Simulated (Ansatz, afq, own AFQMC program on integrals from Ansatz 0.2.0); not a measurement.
Two steps: Ansatz 0.2.0 writes the Fock matrix and Cholesky factors of the valence space, and afq projects on them the lowest state that overlaps trial and start.

```yaml
crystal:
  periodic: [false, false, false]
  atoms:
    - {symbol: As, position_ang: [0.000000, 0.000000, 0.000000]}
basis:
  gaussian: {orbitals: aug-cc-pVDZ}
total_charge: 1
magnetization: {spin_polarized: true, initial_magnetization: 2}
correlation: {method: ccsd_t, electrons: outside_noble_gas, hamiltonian_folder: ham}
```

```sh
$ ansatz run in.yaml --threads 1 --pin off --events-out ev --progress --plain --max-ram 1382MiB
```

afq runs on the folder ham with

```
--method free --trial cisd --walkers 140 --time-step 0.03 --max-blocks 80 --target-error 0.00024 --factor-cut 1e-05 --seed 7901 --times 0,0.3,0.6,1.2,1.8,2.4,3.6,4.8,6 --taylor-order 8
```

Times are imaginary, in 1/Eh. The walk had a cap of 529 s. Filled inner d shells are frozen with the cores.

Output of the walk:

```
orbitals 22  electrons 3 1  factors 127 of 239
reference energy -2233.82032007 Eh
CCSD correlation -0.06027252 Eh in 9 cycles, weight of the determinant in the CISD state 0.9519
repeat  energy at the last time / Eh  error
    10  -2233.881640  0.000060
    20  -2233.881716  0.000053
    30  -2233.881694  0.000041
time / (1/Eh)  energy / Eh  error  mean overlap
  0.00  -2233.880595  0.000006  1.0505
  0.30  -2233.881123  0.000020  1.0497
  0.60  -2233.881351  0.000024  1.0540
  1.20  -2233.881529  0.000026  1.0550
  1.80  -2233.881615  0.000030  1.0547
  2.40  -2233.881609  0.000029  1.0594
  3.60  -2233.881625  0.000031  1.0515
  4.80  -2233.881668  0.000043  1.0601
  6.00  -2233.881700  0.000040  1.0405
energy -2233.881700 +/- 0.000040 Eh
```

The run passed its tests (error under three times the target), which doesn't prove that it has relaxed.

Against this walk (error 1.1 meV) on the same determinant: CCSD(T) 9.5 meV higher, CCSDT(Q) 1.9 meV higher (within the noise), full CI 1.6 meV higher (within the noise). The error is statistical, and a free projection of finite length keeps a remainder of its start.

Cautions: remainder of the start not in the error; no relativity below Rb; no spin-orbit coupling; inner d shell frozen.

The walk took 33 s on 1 thread of Arm Neoverse V2, with other jobs on the host. The log's last line is the free-projection energy.

CCSDT and higher add their correlation energy to the determinant of the CCSD(T) run, since their own runs factorise the integrals more tightly (a shift of under 2 meV). A walk keeps the symmetry of its determinant, which the program's search chose and which needn't be the lowest solution, so a lower state of the same spin and another symmetry isn't excluded.
